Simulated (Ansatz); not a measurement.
# C₂H₆O₃S: a ladder of functionals and wavefunction methods

One table from this session's results is given with a row withheld; the runs are named, their logs left out.

Method: functionals in def2-TZVPP, the program's frozen cores in correlated methods; program: Ansatz 0.2.0, Gaussian basis.

Plan: LDA (SPW92), PBE-D4, revPBE-D4, BLYP-D4, r2SCAN-D4, B97M-V, PBE0-D4, B3LYP-D4, r2SCANh-D4, r2SCAN0-D4, HSE06-D4, BHLYP-D4, CAM-B3LYP-D4, LC-ωPBE, ωB97X-V, ωB97M-V, B2PLYP, PBE-QIDH; CCSD(T)/def2-SVP; CCSD(T)/def2-TZVPP; MP2/def2-QZVPP; extrapolation to the limit; RPA on PBE.

### The relaxed structure

An earlier PBE0-D4 in a triple-zeta def2 set relaxation fixed the geometry.

SMILES `COS(=O)OC`, 12 atoms, charge 0, spin multiplicity 1.

Atoms are counted from 1 here; the program's logs count them from 0.

Bond lengths: C1–O2 1.424 Å, C1–H7 1.089 Å, C1–H8 1.093 Å, C1–H9 1.094 Å, O2–S3 1.631 Å, S3–O4 1.441 Å, S3–O5 1.613 Å, O5–C6 1.432 Å, C6–H10 1.090 Å, C6–H11 1.092 Å, C6–H12 1.088 Å. Angles: O2–C1–H7 106.4°, O2–C1–H8 110.8°, O2–C1–H9 111.3°, H7–C1–H8 109.8°, H7–C1–H9 109.2°, H8–C1–H9 109.2°, C1–O2–S3 114.5°, O2–S3–O4 102.7°, O2–S3–O5 99.5°, O4–S3–O5 108.6°, S3–O5–C6 117.3°, O5–C6–H10 110.3°, O5–C6–H11 110.6°, O5–C6–H12 105.7°, H10–C6–H11 109.7°, H10–C6–H12 110.3°, H11–C6–H12 110.1°.

The first run:

File in.yaml:

```yaml
crystal:
  periodic: [false, false, false]
  atoms:
    - {symbol: C, position_ang: [-1.140143, -1.449724, 0.684707]}
    - {symbol: O, position_ang: [-0.336644, -1.162079, -0.455252]}
    - {symbol: S, position_ang: [1.199876, -0.737445, -0.110411]}
    - {symbol: O, position_ang: [1.784984, -0.579494, -1.417942]}
    - {symbol: O, position_ang: [0.937176, 0.725110, 0.517107]}
    - {symbol: C, position_ang: [0.488350, 1.752366, -0.374541]}
    - {symbol: H, position_ang: [-2.000424, -2.009473, 0.321957]}
    - {symbol: H, position_ang: [-1.474682, -0.528080, 1.166883]}
    - {symbol: H, position_ang: [-0.594626, -2.058796, 1.412036]}
    - {symbol: H, position_ang: [1.183457, 1.862002, -1.206877]}
    - {symbol: H, position_ang: [-0.508063, 1.521186, -0.755525]}
    - {symbol: H, position_ang: [0.460730, 2.664428, 0.217858]}
basis:
  gaussian: {orbitals: def2-TZVPP}
hamiltonian: {xc: lda}
output: {orbitals: {seedname: orbitals}}
```

Run with:

```sh
> ansatz run in.yaml --threads 4 --pin off --events-out ev --progress --plain --max-ram 10444MiB
```

Among the steps run: LDA; PBE-D4 (GGA); revPBE-D4 (GGA); BLYP-D4 (GGA); r2SCAN-D4 (meta-GGA); B97M-V (meta-GGA); PBE0-D4 (hybrid); B3LYP-D4 (hybrid); r2SCANh-D4 (hybrid); r2SCAN0-D4 (hybrid); HSE06-D4 (hybrid); BHLYP-D4 (hybrid); CAM-B3LYP-D4 (range-separated); LC-ωPBE (range-separated); ωB97X-V (range-separated); ωB97M-V (range-separated); B2PLYP (double hybrid); PBE-QIDH (double hybrid).

One of the session's tables, all rows but one given; the rest of the session is left out.

It belongs to the step «Orbital energies across the functionals». 

```
  functional  HOMO (eV)  LUMO (eV)  gap (eV)
 LDA (SPW92)      -6.68      -0.85      5.83
      PBE-D4      -6.48      -0.60      5.88
   revPBE-D4      -6.39      -0.49      5.90
     BLYP-D4      -6.38      -0.50      5.88
   r2SCAN-D4      -6.75      -0.33      6.41
      B97M-V      -6.86      -0.33      6.53
     PBE0-D4      -7.90       0.43      8.33
    B3LYP-D4          ?          ?         ?
  r2SCANh-D4      -7.28       0.04      7.32
  r2SCAN0-D4      -8.09       0.60      8.69
    HSE06-D4      -7.49       0.05      7.54
    BHLYP-D4      -9.27       1.47     10.74
CAM-B3LYP-D4      -9.33       1.53     10.86
     LC-ωPBE     -10.62       2.83     13.45
     ωB97X-V     -10.29       2.67     12.96
     ωB97M-V     -10.22       2.45     12.67
```

Q: Estimate the row for B3LYP-D4 from the others.

Worked estimate for «HOMO (eV)». Against the share of exact exchange, BLYP-D4 (0, -6.38), BHLYP-D4 (0.5, -9.27) give a slope of -5.78 per unit share; at 0.2 the line stands at -7.54.

**Answer.** HOMO (eV): -7.68; LUMO (eV): 0.15; gap (eV): 7.83. In «HOMO (eV)» the line misses by +0.14.
